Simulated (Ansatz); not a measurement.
## Active spaces for CH2, triplet

Computed with Ansatz's Gaussian-basis code (development build). Basis cc-pVTZ, nonrelativistic, 1 orbital frozen in the corrections. State-specific CASSCF; RHF is the lowest restricted (open-shell) Hartree–Fock solution met. No symmetry is imposed, so a solution can break that of the shape. No proof that the lowest CASSCF solution was found.

Geometry:

```xyz
3

C     0.0000    0.0000    0.0000
H     0.0000    0.9892    0.4209
H     0.0000   -0.9892    0.4209
```

Question: What do CASSCF and its corrections give against RHF in CAS(6,6), and what are the occupations?

Answer: CASSCF -1.049 eV, SC-NEVPT2 -3.362 eV; occupations 1.98, 1.98, 1.00, 1.00, 0.03, 0.02.
